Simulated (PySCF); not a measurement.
The dipole of `Sc1cccs1` from its density and from atomic charges.

Coordinates (PBE0-D3(BJ)/def2-TZVP, Å) and charges (e) from the PBE0/pcSseg-2 density (PySCF):

| atom | x | y | z | Mulliken | IAO | Hirshfeld | ESP-fitted |
| --- | --- | --- | --- | --- | --- | --- | --- |
| S1 | 2.610 | 0.437 | -0.544 | -0.1042 | +0.0083 | -0.0329 | -0.2000 |
| C2 | 0.902 | 0.280 | -0.203 | -0.1055 | -0.3043 | -0.0682 | -0.0073 |
| C3 | 0.135 | -0.847 | -0.328 | +0.0020 | -0.1766 | -0.0764 | +0.0369 |
| C4 | -1.231 | -0.613 | -0.048 | -0.1266 | -0.1874 | -0.0751 | -0.3036 |
| C5 | -1.480 | 0.689 | 0.282 | -0.0450 | -0.3327 | -0.0855 | -0.1605 |
| S6 | -0.064 | 1.632 | 0.239 | +0.1435 | +0.3778 | +0.1109 | +0.0170 |
| H7 | 3.051 | 0.441 | 0.727 | +0.0622 | +0.0976 | +0.0498 | +0.1568 |
| H8 | 0.553 | -1.804 | -0.607 | +0.0524 | +0.1711 | +0.0573 | +0.0817 |
| H9 | -1.997 | -1.375 | -0.086 | +0.0358 | +0.1667 | +0.0594 | +0.1875 |
| H10 | -2.426 | 1.135 | 0.551 | +0.0853 | +0.1795 | +0.0608 | +0.1915 |

**Question.** Form Σ q r in debye for every column and set it beside the full dipole.

**Answer.** The full density gives (-1.07, -0.62, 0.95) D, 1.56 D in size; dipole vectors point from the negative to the positive end.

```csv
scheme,μx,μy,μz,size (D),share of the full size (%),angle to the full dipole (°)
Mulliken,-1.02,0.89,0.78,1.56,100,58
IAO,0.22,1.34,0.83,1.59,102,97
Hirshfeld,-0.14,0.51,0.44,0.69,44,76
ESP-fitted,-1.10,-0.65,1.08,1.68,108,3
```

**Question.** Which set comes closest?

**Answer.** Length of the difference vector: ESP-fitted 0.14 D, Mulliken 1.52 D, Hirshfeld 1.55 D, IAO 2.35 D. Closest: ESP-fitted. 

**Question.** What is left for the Hirshfeld atoms' own dipoles?

**Answer.** The Hirshfeld atoms' densities add up to the full density, so μ = Σ q r + Σ (atomic dipoles). The atomic dipoles sum to (-1.07, -0.62, 0.95) − (-0.14, 0.51, 0.44) = (-0.93, -1.13, 0.51) D, 1.55 D in size.

**Question.** With the origin at the mean of the coordinates, (0.005, -0.003, -0.002) Å, which are the largest single terms, by size, of the Mulliken dipole along the direction of the full one?

**Answer.** S1 +1.15, C4 -0.65, H10 +0.64, H7 -0.55, C2 +0.43 D; all 10 atoms together +0.83 D. The single terms depend on the origin, their sum doesn't.

**Question.** Give the size of the full dipole in other units.

**Answer.** 1.56 D = 0.613 au = 0.325 e·Å = 5.20 × 10⁻³⁰ C·m.

The structure is a single PBE0-D3(BJ)/def2-TZVP conformer in the gas phase; no vibrational or solvent corrections.

These values come from a run that also computed NMR shieldings. Hardware: an Intel Xeon Platinum 8259CL at 2.50 GHz with one thread, no GPU, shared host with 48 logical CPUs at a one-minute load of 43. Cost: 1.8 min of wall time (grids of density and orbitals included), 1.2 GiB resident at most.

The values belong to the conformer `[SH:1][c:2]1[cH:3][cH:4][cH:5][s:6]1`: H–S1–C2–C3 -104°.
